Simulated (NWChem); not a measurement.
Correlation energy of hydrogen isocyanide (CHN)

```
N
C 1 1.1842
H 1 1.0125 2 180.00
```
Charge 0, spin multiplicity 1.

All runs are NWChem calculations. The geometry was optimised at PBE/def2-SVP, a minimum by its harmonic frequencies.

Basis set: STO-3G. Each correlation energy counts from its own Hartree-Fock reference.

The correlated methods keep 2 core orbitals frozen. Coupled-cluster values serve here as a point of comparison, not as the truth.

Task: For the correlation energy, CCSD(T) gives -147.9 mHa and MP2 gives -131.2 mHa. What do CCSD, SCS-MP2, CR-CCSD[T] give?

Result: CCSD: -142.0 mHa; SCS-MP2: -131.5 mHa; CR-CCSD[T]: -148.3 mHa.
